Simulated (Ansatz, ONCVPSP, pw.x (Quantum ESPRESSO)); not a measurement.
Equation-of-state test of one ONCV potential (Ga (Z = 31))

* Element: gallium (Ga)
* Generator: ONCVPSP 4.0.1.1 (patched build)
* Type: optimised norm-conserving Vanderbilt (ONCV)
* Functional: LDA (Perdew-Wang 92)
* Relativity: scalar-relativistic
* Frozen core: [Ar] 3d10
* Valence charge: 3
* Reference configuration: 4s2 4p1
* Partial waves: 4s: rc 1.85 bohr, ncon 4, nbas 7, qcut 3.6 1/bohr, local; 4p: rc 2.65 bohr, ncon 3, nbas 7, qcut 3.3 1/bohr, 2 projectors, debl 3.1 Ha; d scattering state at 0.42 Ha: rc 2.80 bohr, ncon 5, nbas 9, qcut 3.1 1/bohr, 3 projectors, debl 2.4 Ha
* Local potential: the s channel
* Core correction: polynomial model core, fcfact 0.5

Atomic tests: cutoffs needed: 7.9 Ha and 29 Ha (the cutoffs (Ha) at which the residual kinetic energy of the hardest occupied pseudo-wave falls to 1 and 0.1 mHa per electron) The cutoffs count occupied waves only; projector 3 of the d channel, the hardest unoccupied one, needs 51 Ha at the loose tolerance.; ghost test: no bound ghost flagged; no localised positive-energy state flagged; largest excitation error: -185 meV (all-electron minus pseudo) for 4s1 4p0, out of 4 test configurations.

Crystal test: bcc Ga in pw.x 7.5, no spin, 14³ k-points, Fermi–Dirac smearing 0.01 Ry, cutoffs 70/280 Ry. The reference is all-electron LAPW (Ansatz 0.2.0) with the same functional, mesh and smearing; V0 and B0 come from Birch–Murnaghan fits to the pressures at five volumes. Errors are pseudo minus all-electron; Δ is the rms difference of the E(V) curves that follow from these fits, minima aligned, over ±6 % about the mean V0. Mesh and smearing are coarse, so the numbers serve the comparison and aren't converged zero-temperature values; the lattice is a test structure that the element need not adopt.

All-electron: a0 = 3.261 Å (V0 = 17.34 Å³/atom), B0 = 64.0 GPa.

Problem. How far does the potential miss the all-electron equation of state?

Solution. mean pressure error (GPa): -1.88; a0 (Å): 3.228; a0 error (%): -1.00; B0 error (%): +7.2; Δ (meV/atom): 7.5. The largest radius (2.80 bohr) exceeds half the bond length (2.68 bohr), so the spheres overlap, which is one possible source of error among others. This is a poor potential for the solid.

```tsv
V (Å³/atom)	P all-electron (GPa)	P pseudo (GPa)
16.634	2.95	0.80
17.072	1.03	-0.97
17.510	-0.61	-2.48
17.948	-2.02	-3.76
18.386	-3.23	-4.86
```

Problem. At the middle volume, how do free energy and pressure move when the wave cutoff is lowered (ecutrho kept at four times it)?

Solution.

```csv
cutoff (Ry),shift of F (meV/atom),shift of P (GPa)
32,+22.5,-0.01
42,+18.4,+0.02
56,+7.4,-0.25
```

Input at the middle volume:

```
&control
  calculation='scf', prefix='x', pseudo_dir='./', outdir='./tmp', tstress=.true., disk_io='low'
/
&system
  ibrav=0, nat=1, ntyp=1, ecutwfc=70, ecutrho=280, nbnd=8,
  occupations='smearing', smearing='fd', degauss=0.01
/
&electrons
  conv_thr=1e-09, mixing_beta=0.4, electron_maxstep=70
/
ATOMIC_SPECIES
Ga 1.0 Ga.UPF
CELL_PARAMETERS angstrom
  -1.63584463 1.63584463 1.63584463
  1.63584463 -1.63584463 1.63584463
  1.63584463 1.63584463 -1.63584463
ATOMIC_POSITIONS crystal
Ga 0.0000 0.0000 0.0000
K_POINTS automatic
14 14 14 0 0 0
```

```bash
pw.x < Ga.scf.in > Ga.scf.out
```

Lines of the output:

```
Message from routine setup:
     using ibrav=0 with symmetry is DISCOURAGED, use correct ibrav instead
     lattice parameter (alat)  =       5.3543  a.u.
     unit-cell volume          =     118.1633 (a.u.)^3
     number of electrons       =         3.00
     number of Kohn-Sham states=            8
     kinetic-energy cutoff     =      70.0000  Ry
     charge density cutoff     =     280.0000  Ry
     scf convergence threshold =      1.0E-09
     Exchange-correlation= SLA  PW   NOGX NOGC
     number of k points=   104  Fermi-Dirac smearing, width (Ry)=  0.0100
     iteration #  1     ecut=    70.00 Ry     beta= 0.40
     total energy              =      -7.45769682 Ry
     estimated scf accuracy    <       0.00280631 Ry
     iteration #  2     ecut=    70.00 Ry     beta= 0.40
     total energy              =      -7.45726725 Ry
     estimated scf accuracy    <       0.00083618 Ry
     iteration #  3     ecut=    70.00 Ry     beta= 0.40
     total energy              =      -7.45732560 Ry
     estimated scf accuracy    <       0.00000115 Ry
     iteration #  4     ecut=    70.00 Ry     beta= 0.40
     c_bands:  1 eigenvalues not converged
     total energy              =      -7.45732661 Ry
     estimated scf accuracy    <       0.00000008 Ry
     iteration #  5     ecut=    70.00 Ry     beta= 0.40
     total energy              =      -7.45732662 Ry
     estimated scf accuracy    <       0.00000001 Ry
     iteration #  6     ecut=    70.00 Ry     beta= 0.40
     the Fermi energy is     6.1786 ev
!    total energy              =      -7.45732662 Ry
     estimated scf accuracy    <          1.1E-11 Ry
     smearing contrib. (-TS)   =      -0.00170843 Ry
     The total energy is F=E-TS. E is the sum of the following terms:
     one-electron contribution =       2.72343222 Ry
     hartree contribution      =       0.01490618 Ry
     xc contribution           =      -4.89632797 Ry
     ewald contribution        =      -5.29762862 Ry
     convergence has been achieved in   6 iterations
          total   stress  (Ry/bohr**3)                   (kbar)     P=      -24.76
```

The run at the middle volume (104 k-points, 6 iterations) took about 19 s on one core of a shared host (Neoverse-N1, 64 threads, 124 GiB, load 46).
